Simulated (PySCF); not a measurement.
These compounds are isomers of formula C4H4F2.

A. SMILES CC1C(F)=C1F
B. `CC#CC(F)F`
C. `C1(CF)=C(F)C1`
D. `InChI=1S/C4H4F2/c5-3-1-2-4(3)6/h1-2H2`

Spectrum 1. ¹³C{¹H} NMR (computed): δ 152.0 (C, dd, J = 503.8, 15.8 Hz), 82.8 (CH2, d, J = 233.6 Hz), 81.2 (C, dd, J = 28.6, 19.6 Hz), 23.9 (CH2, dd, J = 14.3, 9.8 Hz).

Spectrum 2. ¹³C{¹H} NMR (computed): δ 133.1 (C, m), 25.7 (CH2, dd, J = 15.5, 14.3 Hz).

Spectrum 3. ¹³C{¹H} NMR (computed): δ 118.9 (C, m), 51.1 (CH, t, J = 17.5 Hz), 24.3 (CH3).

Spectrum 4. ¹³C{¹H} NMR (computed): δ 110.1 (CH, t, J = 293.4 Hz), 94.5 (C, t, J = 3.4 Hz), 78.5 (C, t, J = 29.6 Hz), 4.3 (CH3).

Computed data (PySCF): spin–spin couplings from B3LYP/pcJ-1 (spin–dipole term left out of most H,H and C,H couplings), NMR shieldings at PBE0/pcSseg-1/GIAO, GFN2-xTB structure. Fast rotation and ring inversion assumed for equivalent nuclei, no solvent, one computed conformer, relativity neglected.

Chemical shifts δ = σref − σ; TMS for ¹³C, all at this level. One-bond C–F couplings are unscaled and too large by tens of Hz. Shifts are as computed. Against solution values, carbons near 30 ppm lie about +3 ppm off and those near 130 ppm about +5 ppm. Of 1211 compounds with measured shifts, 218 miss one by over three times the rms of a fit or turn the order of signals round; such compounds aren't used in these exercises.

Task: Match each spectrum to its structure.

Result: 1–C, 2–D, 3–A, 4–B.

- Spectrum 1 (C): 4 ¹³C signals; δC 152.0 is a fully substituted alkene carbon; δC 82.8 is an allylic sp3 CH2 bonded to F.
- Spectrum 2 (D): 2 ¹³C signals; δC 133.1 is a fully substituted alkene carbon; δC 25.7 is an allylic sp3 CH2.
- Spectrum 3 (A): 3 ¹³C signals; δC 118.9 is a fully substituted alkene carbon; δC 51.1 is a three-membered-ring carbon.
- Spectrum 4 (B): 4 ¹³C signals; δC 110.1 is a propargylic sp3 CH bonded to 2 F; δC 94.5 is an alkyne carbon.
